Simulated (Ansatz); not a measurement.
We consider rock-salt RbBr, described by HSE06-D3(BJ) (Ansatz, an electronic-structure program, PAW).

Numerical settings: plane-wave cutoff 460 eV, 6×6×6 k mesh, Fermi–Dirac smearing 0.01 eV, scalar-relativistic PAW data made under PBE.

A third-order Birch–Murnaghan fit to the energies gives V0 = 39.125 Å³/atom, B0 = 15.8 GPa, B′ = 5.0.

```
V (Å³/atom)  P (GPa)
-----------  -------
37.013         1.011
37.987           [?]
38.961           [?]
40.283           [?]
40.909           [?]
```

**Question.** Estimate the withheld pressures from this fit; the answers are the runs' own values.

**Answer.** 
- 37.987, P (GPa): 0.503
- 38.961, P (GPa): 0.066
- 40.283, P (GPa): -0.430
- 40.909, P (GPa): -0.632

The formula P = (3/2) B0 (x^(7/3) − x^(5/3)) [1 + (3/4)(B′ − 4)(x^(2/3) − 1)] with x = V0/V meets the computed pressures within 0.01 GPa when these rounded values are put in.

Measured, for comparison: bulk modulus 16 GPa (4 K, zero-point motion not removed; as tabulated in Doll and Stoll (1998), arXiv:cond-mat/9801031); equilibrium volume per atom 39.69 Å³/atom (low temperature, zero-point motion not removed; as tabulated in Doll and Stoll (1998), arXiv:cond-mat/9801031). Computed (rounded) less measured: bulk modulus -1 %, equilibrium volume per atom -1.4 %.
